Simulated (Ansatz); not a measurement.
**AlH₃+ (doublet): inputs that go wrong**

4 inputs are run for AlH₃+ (doublet) as typed; the log has to tell whether the result can be used and what must change.

The runs use Ansatz 0.2.0, Gaussian basis; the settings change from run to run.

8 further runs of the same task are left out: 3 that didn't finish, 5 set aside as unsound or not needed.

**1. The system**

The geometry is a PBE0/def2-TZVP stationary point (not a proven minimum).

4 atoms, charge 1, spin multiplicity 2.

Atoms are counted from 1 here; the program's logs count them from 0.

Bond lengths: Al1–H2 1.560 Å, Al1–H3 1.560 Å. Angles: H2–Al1–H3 167.6°.

**2. Input 1**

in.yaml reads:

```yaml
crystal:
  periodic: [false, false, false]
  atoms:
    - {symbol: Al, position_ang: [0.000000, 0.057143, 0.000000]}
    - {symbol: H, position_ang: [0.000000, 0.226182, -1.551199]}
    - {symbol: H, position_ang: [0.000000, 0.226189, 1.551197]}
    - {symbol: H, position_ang: [0.000000, -1.982029, 0.000004]}
basis:
  gaussian: {orbitals: STO-3G}
total_charge: 1
magnetization: {spin_polarized: false, initial_magnetization: 1}
correlation: {active_space: {window: {electrons: 3, orbitals: 3}, states: [{multiplicity: 2, irrep: T2g, weights: [1]}]}}
```

Started as:

```
> ansatz run in.yaml --threads 1 --pin off --events-out ev --progress --plain --max-ram 2393MiB
```

Log:

```text
Functional definition: HF
  name "HF"
  cite "Fock, Z. Phys. 61, 126 (1930) doi:10.1007/BF01340294"
  parent pbe
  exchange = exact_x
  correlation = 0
the irreps are read with x along [1.000, 0.000, 0.000], y along [-0.000, 0.000, 1.000] and z along [-0.000, -1.000, 0.000] of the geometry given
182 factors; integrals over basis functions are off by at most 2.5e-8 eV
mean field evaluation 1: about -6541.9260 eV, gradient 1.0e1 eV
mean field evaluation 2: about -6541.9178 eV, gradient 1.0e1 eV
mean field evaluation 4: about -6542.7629 eV, gradient 4.0e-1 eV
mean field evaluation 8: about -6542.7626 eV, gradient 6.0e-5 eV
mean field -6542.76263634 eV, -240.4420920418 hartree, gradient 3.4e-7 eV, S^2 0.750000; 0 other end points of the search recorded, 0 dependent functions left out
reference -6542.76263634 eV, -240.4420920418 hartree; 8, 7 occupied and 4, 5 virtual orbitals, 182 factors
Error: the irrep T2g is not accepted for these orbitals, which take A1, B1, B2, A2, or 1 to 4
```

It took 0.06 s on 1 thread of Intel Xeon 6975P-C, shared host.

What is wrong: The run stopped with an error. The symmetry label isn't in the molecule's group. Cure: name an irrep that the log lists.

**3. Input 2**

in.yaml reads:

```yaml
crystal:
  periodic: [false, false, false]
  atoms:
    - {symbol: Al, position_ang: [0.000000, 0.057143, 0.000000]}
    - {symbol: H, position_ang: [0.000000, 0.226182, -1.551199]}
    - {symbol: H, position_ang: [0.000000, 0.226189, 1.551197]}
    - {symbol: H, position_ang: [0.000000, -1.982029, 0.000004]}
basis:
  gaussian: {orbitals: "6-31G*"}
total_charge: 1
magnetization: {spin_polarized: false, initial_magnetization: 1}
hamiltonian: {xc: pbe0}
correlation: {active_space: {window: {electrons: 3, orbitals: 3}}}
accuracy: high
scf: {lower_state_search: full}
```

Same command.

Log:

```text
Error: invalid value for `correlation.active_space`: it starts from restricted Hartree–Fock orbitals; set hamiltonian.xc: hf without magnetization.spin_polarized
```

It took 0.03 s on 1 thread of Intel Xeon 6975P-C, shared host.

What is wrong: The run was refused. An active space is asked on a functional's orbitals. Fix: start from Hartree-Fock.

**4. Input 3**

in.yaml reads:

```yaml
crystal:
  periodic: [false, false, false]
  atoms:
    - {symbol: Al, position_ang: [0.000000, 0.057143, 0.000000]}
    - {symbol: H, position_ang: [0.000000, 0.226182, -1.551199]}
    - {symbol: H, position_ang: [0.000000, 0.226189, 1.551197]}
    - {symbol: H, position_ang: [0.000000, -1.982029, 0.000004]}
basis:
  gaussian: {orbitals: STO-3G}
total_charge: 1
magnetization: {spin_polarized: false, initial_magnetization: 1}
correlation: {method: sc_nevpt2, electrons: outside_noble_gas, active_space: {window: {electrons: 3, orbitals: 3}, places: [1, 2]}}
scf: {lower_state_search: full}
```

Same command.

Log:

```text
Error: invalid value for `correlation.active_space`: name one of window, places and ras
```

Run time: 0.03 s. Hardware: 1 thread of Intel Xeon 6975P-C, shared host.

**Diagnosis.** The run was refused. The active space is defined twice. Cure: keep one definition.

**5. Input 4**

in.yaml reads:

```yaml
crystal:
  periodic: [false, false, false]
  atoms:
    - {symbol: Al, position_ang: [0.000000, 0.057143, 0.000000]}
    - {symbol: H, position_ang: [0.000000, 0.226182, -1.551199]}
    - {symbol: H, position_ang: [0.000000, 0.226189, 1.551197]}
    - {symbol: H, position_ang: [0.000000, -1.982029, 0.000004]}
basis:
  gaussian: {orbitals: def2-mTZVP}
total_charge: 1
magnetization: {spin_polarized: false, initial_magnetization: 1}
correlation: {method: fic_mrcisd_q, electrons: outside_noble_gas, active_space: {window: {electrons: 3, orbitals: 3}, states: [{multiplicity: 2, irrep: 12, weights: [1]}]}}
```

The command is unchanged.

Log:

```text
Functional definition: HF
  name "HF"
  cite "Fock, Z. Phys. 61, 126 (1930) doi:10.1007/BF01340294"
  parent pbe
  exchange = exact_x
  correlation = 0
the irreps are read with x along [1.000, 0.000, 0.000], y along [-0.000, 0.000, 1.000] and z along [-0.000, -1.000, 0.000] of the geometry given
510 factors; integrals over basis functions are off by at most 2.2e-7 eV
mean field evaluation 1: about -6618.9375 eV, gradient 8.6e0 eV
mean field evaluation 2: about -6618.9375 eV, gradient 8.6e0 eV
mean field evaluation 4: about -6619.9288 eV, gradient 7.0e-1 eV
mean field evaluation 8: about -6619.9313 eV, gradient 3.5e-4 eV
mean field -6619.93128906 eV, -243.2779877222 hartree, gradient 1.5e-6 eV, S^2 0.750000; 0 other end points of the search recorded, 0 dependent functions left out
reference -6619.93128906 eV, -243.2779877222 hartree; 8, 7 occupied and 23, 24 virtual orbitals, 510 factors
Error: the irrep 12 is not accepted for these orbitals, which take A1, B1, B2, A2, or 1 to 4
```

Wall time 0.15 s (1 thread of Intel Xeon 6975P-C, shared host).

**Diagnosis.** The run stopped with an error. The symmetry label isn't in the molecule's group. Fix: name an irrep that the log lists.

**6. Summary**

```
input                     level                ended                                                cause    time
    1        CASSCF(3,3)/STO-3G  stopped by an error     the symmetry label isn't in the molecule's group  0.06 s
    2        CASSCF(3,3)/6-31G*              refused  an active space is asked on a functional's orbitals  0.03 s
    3        NEVPT2(3,3)/STO-3G              refused                    the active space is defined twice  0.03 s
    4  MRCISD+Q(3,3)/def2-mTZVP  stopped by an error     the symmetry label isn't in the molecule's group  0.15 s
```

2 stopped by an error, 2 refused.
